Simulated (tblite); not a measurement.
Compound: C5H10O (charge +1 and doublet state).
Atom-mapped SMILES: `[CH2+:1][CH:2][O:3][CH:4]([CH3:5])[CH3:6]` (hydrogens: H7, H8 on C1; H9 on C2; H10 on C4; H11, H12, H13 on C5; H14, H15, H16 on C6)

Geometry (GFN2-xTB, Å), atoms numbered from 1 in this order:
```xyz
16
C5H10O angstrom
C      2.902   -0.056    0.505
C      1.706   -0.122   -0.156
O      0.590    0.024    0.493
C     -0.668   -0.029   -0.129
C     -1.369    1.310    0.146
C     -1.461   -1.159    0.547
H      3.833   -0.174   -0.023
H      2.933    0.118    1.570
H      1.666   -0.298   -1.232
H     -0.568   -0.207   -1.208
H     -0.803    2.117   -0.315
H     -1.442    1.499    1.214
H     -2.370    1.275   -0.274
H     -1.519   -1.003    1.622
H     -0.970   -2.111    0.357
H     -2.468   -1.174    0.140
```

Computed values, GFN2-xTB/tblite, gas phase, harmonic and unscaled. This tight-binding method is rough: wavenumbers can miss measured ones by several per cent, in bad cases by 10 to 20. One conformer, not necessarily the lowest. Open shells enter through the occupations alone, without spin polarisation, and single modes of such species can be off by tens of per cent.

Harmonic wavenumbers (cm⁻¹): 53.4, 131.8, 169.8, 189.3, 247.1, 310.9, 382.4, 466.7, 497.0, 513.8, 845.0, 878.7, 903.0, 910.9, 937.1, 954.4, 984.5, 1033.7, 1036.8, 1150.5, 1193.9, 1244.4, 1263.4, 1290.0, 1324.7, 1350.6, 1373.8, 1404.4, 1422.5, 1442.6, 1456.2, 1484.9, 2914.3, 2984.6, 3028.9, 3030.9, 3052.6, 3056.7, 3058.2, 3061.6, 3092.0, 3142.7.

A = 7384, B = 2023, C = 1756 MHz; mass 86.073 u (most abundant isotopes); point group Cs, symmetry number 1; spin multiplicity 2.

What is the zero-point energy?

½Σν̃ = 29635 cm⁻¹ = 354.51 kJ/mol.

Give the ideal-gas entropy at 400 K and 1 bar in the rigid-rotor, harmonic-oscillator model (classical rotation).

Translation 170.53, rotation 116.24, vibration 115.22, spin (R ln 2) 5.76: S = 407.8 J/(mol K).

And Cp and H(400 K) − H(0)?

Cp = 159.86 J/(mol K), of which vibrations give 126.61 (their classical limit is 42 R = 349.2); H(400 K) − H(0) = 38.06 kJ/mol without the zero-point energy, 24.75 from vibrations.

Blend soft modes into free rotors: weight 1/[1 + (100 cm⁻¹/ν̃)⁴] for the oscillator and the rest for a rotor with moment μB/(μ + B), μ = h/(8π²ν), B = 10⁻⁴⁴ kg m². What vibrational entropy results?

108.54 J/(mol K) in place of 115.22, which changes −T·S at 400 K by +2.67 kJ/mol.

Which modes carry the vibrational entropy at 400 K?

53.4 cm⁻¹: 22.04; 131.8 cm⁻¹: 14.60; 169.8 cm⁻¹: 12.54; 189.3 cm⁻¹: 11.67; 247.1 cm⁻¹: 9.56; 310.9 cm⁻¹: 7.81 J/(mol K); the other 36 give 37.00 together.

How do the functions run with temperature in this model?

| T (K) | S (J/(mol K)) | Cp (J/(mol K)) | H − H(0) (kJ/mol) | G − H(0) (kJ/mol) | ln q(vib) |
| --- | --- | --- | --- | --- | --- |
| 50 | 230.5 | 46.0 | 1.90 | -9.62 | 0.28 |
| 100 | 268.2 | 64.5 | 4.67 | -22.14 | 0.99 |
| 298.15 | 365.9 | 126.1 | 23.48 | -85.63 | 4.53 |
| 373.15 | 396.9 | 151.2 | 33.88 | -114.24 | 5.92 |
| 500 | 446.7 | 189.3 | 55.55 | -167.78 | 8.28 |
| 750 | 534.5 | 243.5 | 110.14 | -290.71 | 12.92 |
| 1000 | 609.8 | 279.7 | 175.82 | -433.98 | 17.35 |

q(vib) and H(0) count from the zero-point level.

What must be added to the electronic energy to get the Gibbs energy at 400 K and 1 bar?

ZPE + [H(400 K) − H(0)] − T·S = 354.51 + 38.06 − 163.10 = 229.47 kJ/mol.

Hindered rotation and anharmonicity are outside this model. Other conformers, if any are populated, would add a mixing term that is left out.

The run took 0.29 s of wall time on one thread of an Arm Neoverse V2, shared host. The figure is for the frequency step alone.
